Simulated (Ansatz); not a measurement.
**AlH2 (doublet): wave-function methods side by side, aug-cc-pVTZ**

One table from this session's results is given with a row withheld; the runs are named, their logs left out.

Method: aug-cc-pVTZ, core rule «outside noble gas», up to 5 orbitals frozen; program: Ansatz 0.2.0, Gaussian basis.

To be run: UHF; CCSD(T) on ROHF; CCSD(T) on UHF; BCCD(T) on ROHF; CCSDT(Q) on ROHF; CCSDT(Q) on UHF.

24 further runs of the same task are left out: 5 for a known fault of the program, 7 that didn't finish, 12 set aside as unsound or not needed.

## The system

The geometry is a PBE0/def2-TZVP stationary point (not a proven minimum) of the parent state, kept for this charge and spin.

3 atoms, charge 0, spin multiplicity 2.

Atoms are counted from 1 here; the program's logs count them from 0.

Bond lengths: Al1–H2 1.722 Å, Al1–H3 1.722 Å. Angles: H2–Al1–H3 63.0°.

Geometry (Å):

```
atom    x (Å)     y (Å)     z (Å)
 Al1  0.00000   0.00000  -0.10210
  H2  0.00000   0.89958   1.36650
  H3  0.00000  -0.89958   1.36650
```

Set-up of the first run:

Contents of in.yaml:

```yaml
crystal:
  periodic: [false, false, false]
  atoms:
    - {symbol: Al, position_ang: [0.000000, 0.000000, -0.102095]}
    - {symbol: H, position_ang: [0.000000, 0.899579, 1.366496]}
    - {symbol: H, position_ang: [0.000000, -0.899579, 1.366496]}
basis:
  gaussian: {orbitals: aug-cc-pVTZ}
magnetization: {spin_polarized: true, initial_magnetization: 1}
hamiltonian: {xc: hf}
output: {orbitals: {seedname: orbitals}}
```

Run with:

```bash
$ ansatz run in.yaml --threads 1 --pin off --events-out ev --progress --plain --max-ram 2393MiB
```

Steps of the session up to this table: UHF; CCSD(T) on ROHF; CCSD(T) on UHF; BCCD(T) on ROHF; CCSDT(Q) on ROHF; CCSDT(Q) on UHF.

One of the session's tables, all rows but one given; the rest of the session is left out.

```
   method  from UCCSDT(Q) (meV)
     ROHF               +2777.6
      UHF               +2734.7
     RMP2                +679.0
     UMP2                +674.9
    RCCSD                +102.2
    UCCSD                 +99.1
 RCCSD(T)                 +26.5
 UCCSD(T)                 +25.4
  BCCD(T)                     ?
   RCCSDT                  +3.4
   UCCSDT                  +2.4
RCCSDT(Q)                  +1.3
UCCSDT(Q)                     0
```

Estimate the missing values for BCCD(T).

As computed: from UCCSDT(Q) (meV): +26.8. In the column «from UCCSDT(Q) (meV)» it lies between RCCSD(T) (+26.5) and UCCSD (+99.1).

Limits of these values: Restricted and unrestricted rows rest on different reference determinants; where their highest levels disagree by more than a few hundredths of an eV, they describe different states and don't form one ladder.
